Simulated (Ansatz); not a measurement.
# How methods differ on [AlH4]− (SMILES [AlH4-])

[AlH4]−: 5 atoms, total charge -1, spin state singlet. As SMILES, `[AlH4-]`. Geometry: a GFN2-xTB relaxation, a rough one for these elements and not checked as a minimum.

```xyz
5

Al    0.0000    0.0001   -0.0011
H     1.4435   -0.5043    0.5564
H    -1.1830   -0.6045    0.9391
H    -0.2038   -0.5171   -1.5307
H    -0.0567    1.6259    0.0362
```

Each level gives the energy change with the Al1–H2 bond stretched from 1.628 to 2.441 Å (eV). The values are calculated.

```json
{"level": "PBE/6-31G (restricted)", "kind": "GGA", "program": "Ansatz", "value (eV)": "1.10", "less FCI/6-31G": "+0.07", "CPU time (all runs)": "2 s"}
{"level": "r2SCAN/6-31G (restricted)", "kind": "meta-GGA", "program": "Ansatz", "value (eV)": "1.18", "less FCI/6-31G": "+0.15", "CPU time (all runs)": "4.2 s"}
{"level": "CAM-B3LYP/6-31G (restricted)", "kind": "range-separated hybrid", "program": "Ansatz", "value (eV)": "1.24", "less FCI/6-31G": "+0.21", "CPU time (all runs)": "2.5 s"}
{"level": "HSE06/6-31G (restricted)", "kind": "range-separated hybrid", "program": "Ansatz", "value (eV)": "1.19", "less FCI/6-31G": "+0.16", "CPU time (all runs)": "2.5 s"}
{"level": "wB97M-V/6-31G (restricted)", "kind": "range-separated hybrid", "program": "Ansatz", "value (eV)": "1.24", "less FCI/6-31G": "+0.21", "CPU time (all runs)": "27 s"}
{"level": "RPA@PBE/6-31G (restricted)", "kind": "RPA", "program": "Ansatz", "value (eV)": "0.98", "less FCI/6-31G": "-0.05", "CPU time (all runs)": "2.9 s"}
{"level": "CCSDT(Q)/6-31G (restricted)", "kind": "coupled cluster or CI", "program": "Ansatz", "value (eV)": "1.03", "less FCI/6-31G": "0.00", "CPU time (all runs)": "0.89 s"}
{"level": "FCI/3-21G", "kind": "exact in the basis", "program": "Ansatz", "value (eV)": "1.10", "less FCI/6-31G": "+0.07", "CPU time (all runs)": "22 s"}
{"level": "FCI/6-31G", "kind": "exact in the basis", "program": "Ansatz", "value (eV)": "1.03", "less FCI/6-31G": "0.00", "CPU time (all runs)": "22 s"}
```

FCI/6-31G is exact within its basis and frozen core, so for wave-function methods in that basis the difference is their error; functionals converge differently with the basis, so for them it is only a difference. Sets without diffuse functions describe the anion poorly. The first shape isn't each level's own minimum. The values span 0.98 to 1.24 eV. All rows use very small basis sets, so none should be taken for the real molecule's value. Times are those of the runs behind each value, whatever else they computed, on shared processors of several kinds: orders of magnitude only.
